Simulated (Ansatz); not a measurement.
Relaxed structures of CH5OSi (charge +1), singlet (PBE0-D4/def2-TZVP; forces vanish, vibrations not checked; lower isomers may exist, and structures with a doubtful reference or unclear bonds are left out; Å). Program: Ansatz 0.2.0. Basis: def2-TZVPP. Cores are frozen in the correlated methods.

Rank them by CCSD(T) energy, lowest first, and give each one's height above the lowest. Links in brackets join atoms within 1.22 times the sum of their covalent radii (1.1 for two metals). (An estimate is asked for; the value comes from the calculation.)
A.
CH₅OSi ([CH3][Si][OH2]), total charge +1
```
8
angstrom
C -0.6748 0.6729 0.0135
Si 0.9330 -0.0742 -0.5087
O 0.8293 -1.5156 0.7083
H -0.4684 1.7063 0.3298
H -1.2674 0.1865 0.7915
H -1.2989 0.7727 -0.8868
H 1.5240 -2.1901 0.7641
H 0.1183 -1.6962 1.3452
```
B.
CH₅OSi ([CH3][SiH][OH]), total charge +1
```
8
angstrom
C -0.7546 0.7934 0.0151
Si 0.6627 -0.2710 -0.3507
O 1.0156 -1.6053 0.4059
H -0.3860 1.7992 0.2546
H -1.3699 0.4217 0.8356
H -1.3653 0.8894 -0.8919
H 1.6446 0.0028 -1.4057
H 0.5528 -2.0301 1.1372
```
C.
CH₅OSi ([CH2][SiH][OH2]), total charge +1
```
8
angstrom
C -0.8813 0.5191 -0.0897
Si 0.5690 -0.1497 -0.5812
O 1.1442 -1.4973 0.4785
H 2.0695 -1.7772 0.5624
H -1.4385 0.2245 0.7916
H -1.3223 1.3025 -0.6989
H 1.6291 -0.0779 -1.5880
H 0.5939 -1.8577 1.1928
```

Computed: B (0.00 kcal/mol), A (27.26 kcal/mol), C (52.61 kcal/mol). Heights count from the lowest.

No T1 diagnostic of these runs exceeds 0.014. The restricted Hartree–Fock reference is unstable towards an unrestricted one at one or more of these structures.

For scale, one of the runs: CCSD(T)/def2-TZVPP, 174 basis functions, launched by `ansatz run in.yaml --threads 2 --pin off --events-out ev --progress --plain --max-ram 4352MiB`. The run took 27 s on 2 CPU threads of an Arm Neoverse V2 (shared host), with 1.5 GiB of host memory at its peak.
